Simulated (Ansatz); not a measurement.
# Si₂H₄S: one structure at several levels

One table from this session's results is given with a row withheld; the runs are named, their logs left out.

Method: single points in def2-TZVPP; program: Ansatz 0.2.0, Gaussian basis.

Cores are frozen in the correlated methods.

### Starting geometry

SMILES `[SiH3][SiH]=S`, 7 atoms, charge 0, spin multiplicity 1.

Atoms are counted from 1 here; the program's logs count them from 0.

Bond lengths: Si1–Si2 2.341 Å, Si1–H4 1.445 Å, Si1–H5 1.489 Å, Si1–H6 1.456 Å, Si2–S3 1.961 Å, Si2–H7 1.525 Å. Angles: Si2–Si1–H4 110.1°, Si2–Si1–H5 111.2°, Si2–Si1–H6 108.7°, H4–Si1–H5 110.1°, H4–Si1–H6 110.8°, H5–Si1–H6 105.9°, Si1–Si2–S3 130.9°, Si1–Si2–H7 110.4°, S3–Si2–H7 118.7°.

Geometry (Å):

```xyz
7
charge 0, multiplicity 1
Si   -0.8400    0.5100   -0.3727
Si    1.0239   -0.6802    0.3965
S     2.1186   -0.4493    2.0072
H    -1.7348   -0.3753   -1.0826
H    -0.4314    1.6380   -1.2541
H    -1.5096    1.1174    0.7684
H     1.4017   -1.7756   -0.5957
```

The first run:

Input file run/in.yaml:

```yaml
crystal:
  periodic: [false, false, false]
  atoms:
    - {symbol: Si, position_ang: [-0.840000, 0.510000, -0.372700]}
    - {symbol: Si, position_ang: [1.023900, -0.680200, 0.396500]}
    - {symbol: S, position_ang: [2.118600, -0.449300, 2.007200]}
    - {symbol: H, position_ang: [-1.734800, -0.375300, -1.082600]}
    - {symbol: H, position_ang: [-0.431400, 1.638000, -1.254100]}
    - {symbol: H, position_ang: [-1.509600, 1.117400, 0.768400]}
    - {symbol: H, position_ang: [1.401700, -1.775600, -0.595700]}
basis:
  gaussian: {orbitals: def2-TZVPP}
correlation: {method: ccsd_t}
output: {forces: true}
```

The command line of these runs was not kept.

Steps of the session up to this table: CCSD(T)/def2-TZVPP; PBE0-D4/def2-TZVPP; wB97M-V/def2-TZVPP; r2SCAN-D4/def2-TZVPP; PBE-D4/def2-TZVPP; HSE06-D4/def2-TZVPP; LC-wPBE/def2-TZVPP.

One table of the session follows, with a row left open; its other results are not shown here.

```
   method  RMS force component (eV/Å)  angle to CCSD(T) forces (°)  dipole (D)
  CCSD(T)                       0.375                    reference        2.93
  PBE0-D4                           ?                            ?           ?
  wB97M-V                       0.387                         24.3        3.24
r2SCAN-D4                       0.358                         13.6        3.04
   PBE-D4                       0.372                         22.1        2.85
 HSE06-D4                       0.373                         19.1        3.14
  LC-wPBE                       0.459                         39.9        3.52
```

Q: Estimate the row for PBE0-D4 from the others.

The run gave: RMS force component (eV/Å): 0.375; angle to CCSD(T) forces (°): 20.1; dipole (D): 3.15.

Caveats from the session: CCSD(T) in triple zeta still lacks some correlation energy of the bonds, so part of these gaps is its own basis error and they don't rank the functionals.
